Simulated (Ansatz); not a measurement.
Results of B3LYP (VWN-RPA form) in Ansatz (plane waves, PAW) for hcp Be.

Run with plane-wave cutoff 460 eV, 15×15×8 k mesh (along the axes of the cell as run), Fermi–Dirac smearing 0.05 eV, scalar-relativistic PAW data made under PBE.

Computed at the level's own relaxed cell.

**Question.** What does this level give for the equilibrium lattice constant a and c axis length?

**Answer.** 
equilibrium lattice constant a: 2.256 Å
c axis length: 3.553 Å

Measured, for comparison: lattice constant a 2.286 Å (293 K, no zero-point or thermal correction, our sources range from 2.286 to 2.290; as tabulated in Wikipedia's data pages); lattice parameter c 3.584 Å (293 K, no zero-point or thermal correction; as tabulated in Wikipedia's data pages). Computed (rounded) less measured: lattice constant a -1.3 % (-1.3 % to -1.5 % over the range), lattice parameter c -0.9 %. A static lattice is as a rule a little smaller and stiffer than an uncorrected measurement, which narrows the difference in the lattice constant a, lattice parameter c and would widen misses of the other sign.

Static lattice: no zero-point or thermal effects.

The result took roughly 12 core-minutes.

Ansatz is an electronic-structure program.
